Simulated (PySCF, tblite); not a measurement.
Calculations on `Sc1o[c]cc1` [radical], in the order of a workflow; each names the level of the geometry that it ran on. Settings lines and outputs come from a driver script.

C4H3OS (doublet state).
Numbering: `[SH:1][c:2]1[cH:3][cH:4][c:5][o:6]1` (hydrogens: H7 on S1; H8 on C3; H9 on C4)

Step 1: GFN2-xTB geometry optimisation, gas phase (tblite 0.8.0) (from a force-field or distance-geometry start)
```json
{"job": {"kind": "relax", "xc": "GFN2-xTB", "basis": "xTB"}, "charge": 0, "multiplicity": 2}
```
```
step      E/eV     max force
  0    -469.60372    2.621
  1    -469.79163    1.131
  2    -469.83198    0.929
...
 43    -470.06437    0.041
 44    -470.06454    0.021
 45    -470.06457    0.019
 46    -470.06460    0.010
 47    -470.06461    0.004
```

Energy lowered by 10.6 kcal/mol over 47 steps; largest atomic force 0.004 eV/Å at the end. «max force» is the largest atomic force in eV/Å.

Step 2: GFN2-xTB harmonic vibrations, gas phase (tblite 0.8.0) (on the GFN2-xTB geometry)
```json
{"job": {"kind": "ir", "xc": "GFN2-xTB", "basis": "xTB"}, "charge": 0, "multiplicity": 2}
```
```
(table of modes left out)
```

21 modes from 185 to 3204 cm⁻¹ (unscaled, harmonic); zero-point energy 33.8 kcal/mol; all wavenumbers are real at this level.

Step 3: UKS B3LYP, pcH-1 on C H O S, non-relativistic, mean-field spin-orbit, GIAO (PySCF 2.14.0) (on the GFN2-xTB geometry)
```json
{"job": {"kind": "epr", "basis": "pcH-1"}, "charge": 0, "multiplicity": 2}
```
```
...
E = -627.52620705 Eh   <S^2> = 0.7566 (exact 0.7500)
g shifts (ppm)      1          2          3
  rmc          -182       -182       -182
  gc             22          2        -14
  oz_so       -1609        187       1819
  total       -1768          8       1624
hyperfine (MHz)  atom isotope    a_iso     a_fc   dipolar eigenvalues
    0   33S       0.19       0.19     -4.69     -2.68      7.37
    1   13C      39.02      39.00     -9.90     -3.72     13.62
    2   13C      28.26      28.24     -5.55     -3.90      9.45
    3   13C      62.11      62.15    -19.28     -6.08     25.35
    4   13C     590.49     590.70    -73.23    -54.62    127.85
    5   17O    -104.52    -104.54    -11.82      4.74      7.09
    6    1H      -2.97      -2.98     -1.54     -0.50      2.03
    7    1H       7.95       7.94     -3.92     -1.60      5.52
    8    1H       5.60       5.61     -7.56     -5.06     12.62
```

⟨S²⟩ 0.757; g_iso 2.0023. rmc, gc and oz_so are the mass-correction, gauge-correction and orbital-Zeeman/spin–orbit parts of the g shift along its three principal axes; a_iso is the isotropic hyperfine coupling and a_fc its Fermi-contact part. The log counts atoms from 0, this text from 1.

**Question.** Which step took the most CPU time, and about what did each take on one thread of an Arm Neoverse V1, no GPU, on a shared host?

**Answer.** Step 3, about 99 % of the total. CPU time by step: 1: 0.19 s, 2: 0.18 s, 3: 30 s.

Geometry of the electronic-property runs (GFN2-xTB):
```
atom  x, y, z in Å
S1     2.3438    0.4717   -0.1649
C2     0.6652    0.0442   -0.0044
C3    -0.4644    0.6492   -0.4937
C4    -1.5588   -0.0766    0.0439
C5    -0.9969   -0.9688    0.9067
O6     0.3287   -0.9675    0.8370
H7     2.7995   -0.7492    0.1196
H8    -0.5049    1.4905   -1.1548
H9    -2.5988    0.1125   -0.1146
```

 (This holds for the electronic-property runs.)

One conformer stands for the species.
